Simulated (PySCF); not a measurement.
# Functional dependence of a UV spectrum

Compound: bicyclo[3.1.0]hex-2-ene, C6H8.
Z-matrix (Å and degrees, PBE0-D3(BJ)/def2-SVP geometry), rows numbered from 1:
```
C 
C   1  1.3398
C   2  1.4882  1  111.51
C   3  1.5080  2  114.78  1   -62.55
C   4  1.4977  3   60.58  2    93.30
C   1  1.5072  2  111.98  3    -3.38
H   1  1.0928  2  125.03  3   175.77
H   2  1.0925  1  125.21  3  -177.63
H   3  1.0938  2  120.47  1   143.79
H   4  1.0938  3  117.66  5   106.87
H   4  1.0948  3  117.42  5  -109.45
H   5  1.0927  3  120.32  4  -106.50
H   6  1.1049  1  111.02  2  -114.74
H   6  1.1045  1  112.26  2   126.62
```

Linear-response calculations in the def2-SVPD basis (PySCF; singlets by full response, triplets Tamm–Dancoff, core orbitals frozen in the response; HF means time-dependent Hartree–Fock). 'Strongest' is the level of largest summed f among the singlets computed (10 roots, of which the last may lack a degenerate partner); it can jump between rows when another state enters that window. S1 is the lowest singlet of each run and needn't be the same state throughout; f(S1) is that of one state. Geometry: PBE0-D3(BJ)/def2-SVP; no solvent, vibrations or thermal averaging.

```csv
functional,kind,S1 (eV),f(S1),strongest (eV),T1 (eV),HOMO (eV),gap (eV),"ionisation energy, ΔSCF (eV)"
LDA,LDA,5.77,0.099,5.77,4.26,-5.68,4.82,8.72
PBE,GGA,5.79,0.080,5.79,4.06,-5.53,4.87,8.53
B3LYP,"global hybrid, 20% exact exchange",6.10,0.118,6.10,4.07,-6.42,6.52,8.65
PBE0,"global hybrid, 25% exact exchange",6.23,0.129,6.23,4.00,-6.62,6.97,8.64
BHandHLYP,"global hybrid, 50% exact exchange",6.46,0.159,6.46,3.95,-7.58,8.94,8.59
CAM-B3LYP,range-separated hybrid,6.36,0.144,6.36,4.05,-7.93,9.36,8.75
wB97X-D,range-separated hybrid,6.39,0.145,6.39,4.16,-8.45,10.60,8.69
LC-wPBE,range-separated hybrid,6.62,0.163,6.62,3.95,-9.28,11.86,8.88
HF,Hartree–Fock,6.74,0.213,6.74,3.49,-8.98,11.92,not settled
```

S1 runs from 5.77 eV (LDA) to 6.74 eV (HF), a spread of 0.96 eV, while the orbital gap spreads over 7.1 eV. Along PBE (0%), B3LYP (20%), PBE0 (25%), BHandHLYP (50%), HF (100%) S1 rises with the share of exact exchange. −ε(HOMO) comes closest to its own ΔSCF ionisation energy with wB97X-D (-0.25 eV) and misses most with LDA (-3.04 eV). 'Not settled' means that the ion's SCF failed to converge or may have ended in another state than the lowest.
